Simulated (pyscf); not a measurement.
This saddle point was located with ωB97X-D3(BJ)/def2-SVP in PySCF.

```
Al
O 1 1.6895
H 2 0.9568 1 130.55
O 1 1.6899 2 123.20 3 179.91
H 4 0.9576 1 126.26 2 -0.05
F 1 1.8493 2 114.79 3 -40.27
H 6 1.1661 1 75.38 2 110.41
F 7 1.1646 6 137.32 1 -1.97
```
Charge 0, spin multiplicity 1.

Surface: singlet, charge 0. Lowest wavenumbers (cm⁻¹): 476i, 109, 215, 220, 228.

Name the species on either side of this saddle.

HO–Al(OH)–F + HF ⇌ HO–Al(OH)–F + HF, a four-centre exchange read from left to right: Al–F, F–H broken and Al–F, F–H formed. At CCSD(T)/def2-TZVPP + ΔMP2(QZVPP) it lies -32.0 kJ/mol from the left side and -32.0 kJ/mol from the right (each side as separated species at their lowest minima found). On the reactant side the descent ends in an adduct with a Al–F contact, 55.2 kJ/mol under the separated species and 15.4 kJ/mol under the saddle at ωB97X-D3(BJ)/def2-TZVP. On the product side the descent ends in an adduct with a Al–F contact, 55.2 kJ/mol under the separated species and 15.3 kJ/mol under the saddle at ωB97X-D3(BJ)/def2-TZVP. At CCSD(T) the saddle lies under the separated reactants, which points to a path from their complex (located at ωB97X-D3(BJ) alone). At CCSD(T) the saddle lies under the separated products, which points to a path from their complex (located at ωB97X-D3(BJ) alone). What is counted as formed (Al–F) is already present as a longer contact in the reactant adduct; forming that adduct is a step of its own. What is counted as broken (Al–F) persists as a longer contact in the product adduct; parting that adduct is a step of its own. This is the saddle that the search found; another between the same sides may lie lower. The CCSD(T) − MP2 part came from Ansatz, without density fitting, on the same reference.
